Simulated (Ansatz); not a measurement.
Born–Oppenheimer molecular dynamics of CH3BSi (6 atoms, charge 0, multiplicity 1). It goes on from the last frame of an earlier run, with new velocities.

Theory: Ansatz, RKS B3LYP-D4/def2-SVP.

```
ensemble        : NVT, Langevin thermostat
time step       : 0.5 fs
steps asked     : 250
set temperature : 700 K
friction        : 0.001 /fs
seed            : 390722
```

First frame:

```xyz
6
Properties=species:S:1:pos:R:3
B -1.272 -0.246 0.005
C -0.272 -1.136 -0.176
Si 0.114 0.909 0.005
H 0.530 -1.820 -0.418
H 0.624 1.621 -1.226
H 1.119 1.581 0.933
```

**Question.** How far do the bonds stretch over the last three quarters of this one trajectory? (Pairs bonded in most of those frames.)

**Answer.** 
```json
{"bond": "B1–C2", "mean (Å)": "1.358", "spread (Å)": "0.033", "shortest": "1.31", "longest": "1.41"}
{"bond": "B1–Si3", "mean (Å)": "1.846", "spread (Å)": "0.047", "shortest": "1.77", "longest": "1.93"}
{"bond": "C2–Si3", "mean (Å)": "2.083", "spread (Å)": "0.096", "shortest": "1.93", "longest": "2.20"}
{"bond": "C2–H4", "mean (Å)": "1.088", "spread (Å)": "0.025", "shortest": "1.04", "longest": "1.13"}
{"bond": "Si3–H5", "mean (Å)": "1.504", "spread (Å)": "0.046", "shortest": "1.42", "longest": "1.60"}
{"bond": "Si3–H6", "mean (Å)": "1.515", "spread (Å)": "0.082", "shortest": "1.37", "longest": "1.66"}
```

Mean temperature of the second half: 486 K. The mean temperature of the second half is 31 % below the set value. A run of 0.12 ps of so small a system gives no equilibrium averages.

Time of the run: 4.4 min on 1 thread of AMD EPYC 7R13 Processor (Zen 3), with other jobs on the host, peak memory 0.12 GiB.
